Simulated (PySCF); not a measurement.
Vinylene carbonate, C₃H₂O₃.
SMILES with atom numbers: `[O:1]=[c:2]1[o:3][cH:4][cH:5][o:6]1` (hydrogens: H7 on C4; H8 on C5)

Structure used (PBE0-D3(BJ)/def2-SVP), in Å, numbered top down from 1:
```xyz
8
C3H2O3 angstrom
O      2.4670    0.1518    0.3903
C      1.3002    0.0737    0.2084
O      0.4917    1.0608   -0.2662
C     -0.7817    0.5696   -0.3269
C     -0.7649   -0.6950    0.0989
O      0.5210   -1.0175    0.4345
H     -1.5666    1.2279   -0.6855
H     -1.5284   -1.4569    0.2183
```

Theory: TDDFT wB97X-D/def2-SVPD, vertical, gas phase, core orbitals frozen in the response (PySCF 2.14.0, density-fitted response routines).

Ground-to-excited transition dipoles (e·a0, same axes as the geometry; the sign carries no meaning), for the states with f of 0.002 or more among the lowest 9:

```
state  E (eV)      μx      μy      μz
   S1   6.836  -0.012   0.871  -0.290
   S2   6.935  -0.065   0.113   0.360
   S4   7.268  -0.976  -0.065  -0.151
   S5   7.540  -0.039   0.080   0.239
   S7   8.465   0.017  -0.034  -0.101
   S8   8.527   0.038  -0.071  -0.210
   S9   8.886  -0.006   0.389  -0.131
```

Work out the oscillator strengths.

f = (2/3) ΔE |μ|² with ΔE in hartree (27.2114 eV).

| state | \|μ\|² (au) | \|μ\| (D) | f |
| --- | --- | --- | --- |
| S1 | 0.842 | 2.33 | 0.141 |
| S2 | 0.147 | 0.97 | 0.025 |
| S4 | 0.980 | 2.52 | 0.174 |
| S5 | 0.065 | 0.65 | 0.012 |
| S7 | 0.012 | 0.27 | 0.002 |
| S8 | 0.051 | 0.57 | 0.011 |
| S9 | 0.169 | 1.04 | 0.037 |

What is the point group, and which symmetry does each of these states have?

C2v. Polarised along the twofold axis, so A1: S4. Polarised across the twofold axis, so B1 or B2: S1, S2, S5, S7, S8 and S9. Which of B1 and B2 hangs on the choice of axes; S1 and S9 take one label and S2, S5, S7 and S8 the other.

All atoms lie in one plane. Which transitions are polarised in it and which across it?

In the plane: S1, S4 and S9. Perpendicular: S2, S5, S7 and S8. States polarised in the plane are symmetric under reflection in it, those polarised across it antisymmetric.

Which bond between heavy atoms lies closest to the direction of the S4 transition dipole?

O1–C2, at 0° from it; next O3–C4 and C5–O6 at 18°.

What angle do the transition dipoles of S4 and S8 make?

|cos θ| = |μa·μb| / (|μa| |μb|) = 0.00, so θ ≈ 90° (taken between 0 and 90°, since the signs are arbitrary).

How is the summed strength of these states shared among x, y and z?

(2/3) Σ ΔE μα² gives 0.171 for x, 0.165 for y and 0.066 for z, 0.402 in all.

What peak molar absorption coefficient would the strongest computed level give as a lone Gaussian band 0.5 eV wide at half height?

ε(max) = 2.175×10⁸ f / FWHM, with the width in cm⁻¹. S4: 2.175×10⁸ × 0.1745 / 4033 ≈ 9400 L mol⁻¹ cm⁻¹.

The vertical ionisation energy (ΔSCF) is 9.91 eV, 1.02 eV above S9.
